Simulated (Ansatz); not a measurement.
[H···H···SiH], doublet in cc-pVDZ: errors against full CI

Geometry: a point of a hydrogen-transfer path between rigid fragments, not a stationary point.

```xyz
4

H    -2.6509    0.0479    0.0000
H    -1.8189    0.0479    0.0000
Si    0.1411    0.0479    0.0000
H     0.5376   -1.4316    0.0000
```

Basis cc-pVDZ; Ansatz 0.2.0. Correlated methods freeze the noble-gas cores, which leaves 7 electrons in 28 orbitals. R marks a restricted (for open shells ROHF) determinant, U an unrestricted one. Active spaces: pair = (3e, 3o) about the gap; valence = (7e, 7o) chosen from the atoms' valence shells.

Full CI is exact within this basis and frozen core; it isn't the basis-set limit. The frozen core follows each run's orbitals, which can shift R against U totals by a few meV.

For open shells CISD is restricted-active-space CI with the open shells as a complete middle space.

The UHF ⟨S²⟩ is 0.773, the T1 diagnostic (RCCSD) is 0.0195 and the largest doubles amplitude (RCCSD) is 0.080. The T1 diagnostic (UCCSD) is 0.0204.

| level | E − E(full CI) (meV) | share of correlation (%) | wall time |
| --- | --- | --- | --- |
| RHF | 3740 | 0.00 | – |
| UHF | 3622 | 3.16 | – |
| RMP2 | 957 | 74.40 | – |
| UMP2 | 972 | 74.02 | – |
| CISD | 272 | 92.72 | 1.1 s |
| RCCSD | 89 | 97.61 | – |
| UCCSD | 86 | 97.69 | – |
| RCCSD(T) | 21 | 99.43 | 1.4 s |
| UCCSD(T) | 21 | 99.43 | 6 s |
| BCCD(T) | 22 | 99.42 | 1.4 s |
| RCCSDT | 2 | 99.93 | – |
| UCCSDT | 2 | 99.94 | – |
| RCCSDT(Q) | 0 | 99.99 | 7.5 s |
| UCCSDT(Q) | 0 | 99.99 | 7.5 s |
| RCCSDTQ | 0 | 100.00 | 8.5 s (H100) |
| UCCSDTQ | 0 | 100.00 | 9.5 s (H100) |
| CASSCF (pair space) | 3178 | 15.01 | – |
| MRCISD (pair space) | 211 | 94.35 | – |
| MRCISD+Q (pair space) | -36 | 100.96 | 0.94 s |
| CASSCF (valence space) | 2251 | 39.80 | – |
| NEVPT2 (valence space) | 700 | 81.27 | 1.8 s |
| MRCISD (valence space) | 120 | 96.79 | – |
| MRCISD+Q (valence space) | 11 | 99.70 | 2.4 s |

The correlation energy at full CI, counted from RHF, is -3.740 eV. That run took 5.5 s on 2 threads of AMD EPYC 7R13 with a shared H100 80 GB, shared host over 33,486,845 determinants.

Times hold each run's SCF and search for its determinant on a shared host, so for small cases they say little of a method's own cost; rows without a card ran on 1 thread of AMD EPYC 7R13.

Not variational, and here over 5 meV under the exact energy: MRCISD+Q (pair space).

The full-CI state has the irrep A'' of Cs, in the program's axes.

Natural occupations of full CI about the gap: 1.958 1.952 1.901 0.986 0.063 0.036 0.024 0.012 0.011 0.009; effectively unpaired electrons, Σ n²(2−n)², 1.08.
